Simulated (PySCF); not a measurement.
An unknown shows these calculated signals:

¹H NMR (400 MHz, computed): δ 9.40 (q, J = 4.0 Hz, 1H).

¹³C{¹H} NMR (computed): δ 195.2 (CH, q, J = 47.0 Hz), 125.1 (C, q, J = 355.7 Hz).

One computed conformer, fast rotation and ring inversion assumed for equivalent nuclei, no solvent model, no relativistic terms. NMR shieldings at CAM-B3LYP/pcSseg-2/GIAO; geometry from PBE0-D3(BJ)/def2-SVP; B3LYP/pcJ-1 coupling constants; PySCF 2.14.

References, each an isolated molecule treated in the same way: ¹H (31.34 ppm), ¹³C (182.55 ppm) against TMS.

Which of these does the molecule contain: a benzene ring, a three-membered ring, a CF3 group, an aldehyde, an N-methyl group?

Answers


- A benzene ring: no.
- A three-membered ring: no.
- A CF3 group: yes (δC 125.1).
- An aldehyde: yes (δC 195.2; δH 9.40 (q)).
- An N-methyl group: no.

The data belong to SMILES O=CC(F)(F)F, C₂HF₃O; they needn't prove each group on their own.

Carbon signals by region: 1 in the far downfield region (above 160 ppm), 1 in the sp2 and nitrile region (100–160 ppm). Above 160 ppm: 195.2, aldehyde carbonyl carbon.

Common functionals overestimate the size of one-bond C–F couplings by tens of Hz; these are unscaled. Multiplet labels drop couplings under 1 Hz and merge nearly equal ones. Shifts are as computed, not scaled to solution data. Of 1211 compounds with measured shifts, 218 miss one by over three times the rms of a fit or turn the order of signals round; such compounds aren't used in these exercises.
